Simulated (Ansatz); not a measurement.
This geometry of AlFH4O (7 atoms, charge 0, multiplicity 1) is a first-order saddle point.

All numbers below come from RKS B3LYP-D4/cc-pVDZ in Ansatz 0.2.0.

```xyz
7
Properties=species:S:1:pos:R:3
Al 0.011 -0.222 -0.080
H 0.036 -0.090 1.703
F 1.485 0.318 -0.708
H -1.352 0.191 -0.747
O 0.142 -1.976 0.594
H -0.577 -2.623 0.518
H 0.038 -1.123 1.510
```

Question: Which two structures does it join? (They come from a converged band through this point; their orientation in space is the band's.)

Answer: Bonds broken: Al1–H2, O5–H7. Bonds formed: H2–H7. AlFH4O becomes AlFH2O + H2.

Initial state:

```xyz
7
Properties=species:S:1:pos:R:3
Al -0.010 0.067 0.110
H -0.012 0.712 1.567
F 1.467 0.193 -0.737
H -1.312 -0.052 -0.801
O 0.086 -1.892 0.682
H -0.603 -2.482 0.335
H 0.168 -2.070 1.633
```

Final state:

```xyz
7
Properties=species:S:1:pos:R:3
Al -0.020 -0.593 -0.322
H 0.175 0.273 2.024
F 1.426 0.256 -0.525
H -1.376 0.154 -0.599
O 0.131 -2.274 0.034
H -0.631 -2.865 0.044
H 0.078 -0.477 2.133
```

Question: How far does it lie above each of them?

Answer: 0.78 eV above the first and 0.90 eV above the second. This is the barrier of this one path; another mechanism may lie lower. The orbitals stay closed-shell, which can raise the energy where a bond breaks towards radicals; this wasn't checked here.

Time of the run: 2.2 min on 1 thread of Arm Neoverse V1 (shared host), peak memory 0.12 GiB.
